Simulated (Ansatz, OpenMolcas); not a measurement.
## C2H3Cl (SMILES C=CCl): from total energies to a heat of formation

C2H3Cl has 6 atoms, charge 0, and is taken as a singlet. As SMILES, `C=CCl`. The coordinates come from a PBE0-D4/def2-TZVP relaxation.

```csv
atom,x (Å),y (Å),z (Å)
C,-0.4619,0.2020,-0.5392
C,0.3785,-0.0116,0.4558
Cl,0.8974,-1.5795,0.9396
H,-0.8831,-0.6077,-1.1213
H,-0.7447,1.2175,-0.7883
H,0.8138,0.7793,1.0533
```

Total energies at M06-L/def2-SVPD (OpenMolcas 26.06); the atoms run unrestricted:

```tsv
species	state	energy (Eh)
C2H3Cl	singlet	-537.983520
C	triplet	-37.802563
Cl	doublet	-459.997183
H	doublet	-0.501665
```

Harmonic wavenumbers at PBE0-D4/def2-TZVP, in cm⁻¹: 400, 643, 737, 931, 984, 1044, 1302, 1403, 1684, 3172, 3220, 3268.

Measured heats of formation of the gaseous atoms at 298.15 K, in kJ/mol: C 716.9, Cl 121.3, H 218.0. Spin-orbit lowering of the atoms at 298 K (mean of the ground term's levels less their thermal mean, from spectra), in kJ/mol: C 0.02, Cl 3.44. Take 1 Eh = 2625.50 kJ/mol, 1 cm⁻¹ = 0.0119627 kJ/mol, RT = 2.479 kJ/mol.

Task: Work out the heat of formation of the gas at 298 K.

Result: 
1. Electronic atomisation energy: 2 × (-37.802563) + (-459.997183) + 3 × (-0.501665) − (-537.983520) = 0.876216 Eh = 2300.5 kJ/mol.
2. Zero-point energy: half the sum of the wavenumbers, 9394 cm⁻¹ = 112.4 kJ/mol.
3. Thermal vibrational enthalpy, Σ hcν̃/(exp(hcν̃/kT) − 1): 1.8 kJ/mol. Translation, rotation and pV of a non-linear molecule: 4 RT = 9.9 kJ/mol.
4. The 6 free atoms carry 5/2 RT each: 37.2 kJ/mol.
5. Spin-orbit coupling lowers the free atoms by 2 × 0.02 + 3.44 = 3.5 kJ/mol.
6. Atomisation enthalpy at 298 K: 2300.5 − 3.5 − 112.4 − 1.8 − 9.9 + 37.2 = 2210.1 kJ/mol.
7. Sum of the atoms' heats of formation: 2209.1 kJ/mol. Heat of formation: 2209.1 − 2210.1 = -1.0 kJ/mol.

No measured value is set beside it here. Anharmonicity and any spin-orbit splitting of the molecule are left out.
